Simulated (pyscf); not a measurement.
Thermochemistry of product channels of HC≡CH + •HC=CH₂ on the doublet surface, in kcal/mol, from CCSD(T)/def2-TZVPP + ΔMP2(QZVPP) energies (ideal gas, 1 atm, RRHO with modes under 100 cm⁻¹ raised to 100, one conformer, R ln 2 for rigid chiral ones). Optimised with ωB97X-D3(BJ)/def2-SVP in PySCF. Correlated levels are frozen-core, on RHF or UHF. ΔMP2 is the change of the MP2 total energy from the triple- to the quadruple-zeta basis.

```json
[
 {"products": "cyclic C₄H₅ (SMILES [CH2]C1C=C1) [doublet]", "ΔE": "-22.9", "ΔH(298 K)": "-20.4", "ΔG(600 K)": "+0.9", "ΔG(1200 K)": "+21.8"},
 {"products": "•HC=CH–CH=CH₂", "ΔE": "-41.0", "ΔH(298 K)": "-37.5", "ΔG(600 K)": "-16.6", "ΔG(1200 K)": "+4.4"}
]
```

The channel to cyclic C₄H₅ (SMILES [CH2]C1C=C1) [doublet] turns unfavourable between 298 and 1200 K (ΔG from -9.9 kcal/mol to +21.8 kcal/mol). The channel to •HC=CH–CH=CH₂ turns unfavourable between 298 and 1200 K (ΔG from -27.2 kcal/mol to +4.4 kcal/mol).

These are energies of the channels, which say nothing of barriers. cyclic C₄H₅ (SMILES [CH2]C1C=C1) [doublet] lies 28.9 kcal/mol over its isomer •HC=C=CH–CH₃, and others may lie lower still (electronic energy, ωB97M-D3(BJ)). •HC=CH–CH=CH₂ lies 11.3 kcal/mol over its isomer •HC=C=CH–CH₃, and others may lie lower still (electronic energy, ωB97M-D3(BJ)). The CCSD(T) − MP2 part came from Ansatz, without density fitting, on the same reference. An open-shell T1 diagnostic exceeds 0.045. A UHF reference is spin-contaminated (<S²> up to 1.26), which harms MP2 most.
